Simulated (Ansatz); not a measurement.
# NaH2− (singlet): from Hartree-Fock to the top rungs at distance Na1–H2 = 1.900 Å, aug-cc-pVTZ

An exercise on one series of results from a longer session: the logs are not shown, and one member is left open.

Program: Ansatz 0.2.0, Gaussian basis. Level of theory: aug-cc-pVTZ, core rule «outside noble gas», up to 5 orbitals frozen. These are calculated values, not measurements.

Plan: UHF; CCSD(T) on RHF; BCCD(T) on RHF; CCSDT(Q) on RHF; Full CI.

27 further runs of the same task are left out: 11 for a known fault of the program, 1 for a mislabelled method, 7 that didn't finish, 8 set aside as unsound or not needed.

**The system**

The geometry derives from a PBE0/def2-TZVPD stationary point (not a proven minimum). One bond is set to the value named and the two fragments are kept rigid.

3 atoms, charge -1, spin multiplicity 1.

Atoms are counted from 1 here; the program's logs count them from 0.

Bond lengths: Na1–H2 1.900 Å, Na1–H3 2.066 Å. Angles: H2–Na1–H3 180.0°.

Set-up of the first run:

Contents of in.yaml:

```yaml
crystal:
  periodic: [false, false, false]
  atoms:
    - {symbol: Na, position_ang: [0.000000, 0.000000, -0.055253]}
    - {symbol: H, position_ang: [0.000000, 0.000000, -1.955253]}
    - {symbol: H, position_ang: [0.000000, 0.000000, 2.010507]}
basis:
  gaussian: {orbitals: aug-cc-pVTZ}
total_charge: -1
magnetization: {spin_polarized: true, initial_magnetization: 0}
hamiltonian: {xc: hf}
output: {orbitals: {seedname: orbitals}}
```

Command:

```
ansatz run in.yaml --threads 1 --pin off --events-out ev --progress --plain --max-ram 2393MiB
```

Steps of the session up to this table: UHF; CCSD(T) on RHF; BCCD(T) on RHF; CCSDT(Q) on RHF; Full CI.

One of the session's tables, all rows but one given; the rest of the session is left out.

| method | from FCI (meV) |
| --- | --- |
| RHF | +2014.7 |
| RMP2 | +470.9 |
| RCCSD | +9.3 |
| RCCSD(T) | +3.1 |
| BCCD(T) | +3.0 |
| RCCSDT | +0.4 |
| RCCSDT(Q) | ? |
| FCI | 0 |

**Question.** Estimate the row for RCCSDT(Q).

**Answer.** from FCI (meV): +0.1. In the column «from FCI (meV)» it lies between FCI (0) and RCCSDT (+0.4).
